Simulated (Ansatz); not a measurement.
`C=C(F)C(C)O` at its PBE0-D4/def2-TZVP geometry, where that method's forces vanish. Total charge 0; spin multiplicity 1.

```xyz
13

C     1.1519    1.5977    0.4946
C     0.9167    0.4626   -0.1348
F     1.9349   -0.3498   -0.4734
C    -0.4058   -0.1041   -0.5637
C    -0.6142   -1.5065   -0.0143
O    -1.4670    0.7562   -0.2316
H     0.3302    2.2583    0.7269
H     2.1606    1.8884    0.7550
H    -0.4001   -0.1509   -1.6593
H    -0.6405   -1.4857    1.0797
H     0.1919   -2.1746   -0.3191
H    -1.5612   -1.9047   -0.3808
H    -1.5974    0.7130    0.7208
```

What forces (eV/Å) does r2SCAN-D4/def2-TZVPP give on these atoms in Ansatz? (Best estimate.)

Computed: 
```
C1   0.062  0.225  0.133
C2  -0.253  0.100  0.032
F3   0.266 -0.240 -0.100
C4   0.191 -0.128 -0.138
C5  -0.017 -0.158  0.043
O6  -0.257  0.211 -0.001
H7   0.012 -0.020 -0.006
H8  -0.019 -0.008 -0.006
H9  -0.008 -0.001 -0.017
H10  0.003  0.011 -0.013
H11 -0.011  0.007  0.006
H12  0.016  0.007  0.008
H13  0.015 -0.005  0.060
```
